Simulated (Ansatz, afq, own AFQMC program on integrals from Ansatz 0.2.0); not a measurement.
# Where AFQMC and coupled cluster stand for SiNH4, doublet

```json
{"atom": "N", "x (Å)": "-1.7663", "y (Å)": "0.0200", "z (Å)": "-0.0192"}
{"atom": "H", "x (Å)": "-2.0636", "y (Å)": "0.9878", "z (Å)": "-0.0192"}
{"atom": "H", "x (Å)": "-2.0636", "y (Å)": "-0.3823", "z (Å)": "0.8610"}
{"atom": "H", "x (Å)": "-0.7538", "y (Å)": "0.0200", "z (Å)": "-0.0192"}
{"atom": "Si", "x (Å)": "1.0057", "y (Å)": "0.0200", "z (Å)": "-0.0192"}
{"atom": "H", "x (Å)": "1.4022", "y (Å)": "-1.4595", "z (Å)": "-0.0192"}
```

Connectivity, by distances: NH2 ··· SiH, 1 bridging H.

Basis cc-pVTZ. Only valence electrons are correlated. AFQMC by an in-house program on the Cholesky factors that Ansatz 0.2.0 writes for its CCSD(T) run. ph-AFQMC/CISD is guided by a CISD state made of CCSD amplitudes; releasing the constraint for a short imaginary time cuts its bias at the price of noise, slowly where states lie close. ± is one standard error of the sampling.

Determinant: UHF, the one that the program's search chose, which needn't be the lowest solution. The geometry is a point of a scan.

No full CI on the walks' own integrals is used here. The released AFQMC energy serves as the reference, which it does only where one determinant dominates, the energy is flat over the last release times and near the phaseless one (40 meV or 2 meV an electron, half that with transition metals). On small molecules, where full CI could be run and the noise was under 10 meV, such values lay within 10 meV of it in 19 cases of 20, a flattering rate, since the rule was set on those same cases; what remains of the bias isn't in the error bar.

Cautions: the released value is read at 2.40 1/Eh (meV from the phaseless value at times in 1/Eh: -11 ± 8 at 0.24, -22 ± 9 at 0.51, -24 ± 9 at 0.99, -30 ± 11 at 1.62, -34 ± 8 at 2.40).

- T1 diagnostic: 0.0224
- weight of the determinant in the CISD state: 0.850
- ⟨S²⟩ of the determinant: 0.793
- size of the correlated space: 13 electrons in 114 orbitals

Reference: AFQMC with the constraint released, correlation energy -10.234 ± 0.008 eV.

| level | E − E(reference) (kcal/mol) | share of correlation (%) |
| --- | --- | --- |
| HF | 236.00 ± 0.20 | 0.00 |
| MP2 | 30.74 ± 0.20 | 86.97 |
| CCSD | 9.28 ± 0.20 | 96.07 |
| CCSD(T) | 1.14 ± 0.20 | 99.52 |
| ph-AFQMC/CISD | 0.79 ± 0.34 | 99.66 |

Released energies are given only where the last usable release times agree within the noise; a slower fall can still hide under it.
